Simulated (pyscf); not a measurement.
Single points on ωB97X-D3(BJ)/def2-SVP structures (PySCF, gas phase). Correlated levels are frozen-core, on RHF or UHF. ΔMP2 is the change of the MP2 total energy from the triple- to the quadruple-zeta basis.

### Question
For the elementary gas-phase step HO–SiH₂–F → F–SiH: [singlet] + H₂O (singlet surface; O–Si, H–Si broken, H–O formed), what barrier and reaction energy does CCSD(T)/def2-TZVPP + ΔMP2(QZVPP) give, measured from the reactant's lowest minimum found?

### Answer
ΔE‡ = 3.74 eV, ΔE = +3.22 eV. Zero-point energy shifts the barrier by -0.11 eV. It is a 1,1-elimination, with an imaginary mode of 1585i cm⁻¹. On the product side the descent ends in an adduct with a O–Si contact, 0.72 eV under the separated species and 1.09 eV under the saddle at ωB97X-D3(BJ)/def2-TZVP. What is counted as broken (O–Si) persists as a longer contact in the product adduct; parting that adduct is a step of its own. The same reactants have a lower exit, to O=SiH–F + H₂ (barrier +2.86 eV at ωB97M-D3(BJ), against +3.66 eV here). This is the saddle that the search found; another between the same sides may lie lower. The CCSD(T) − MP2 part came from Ansatz, without density fitting, on the same reference.
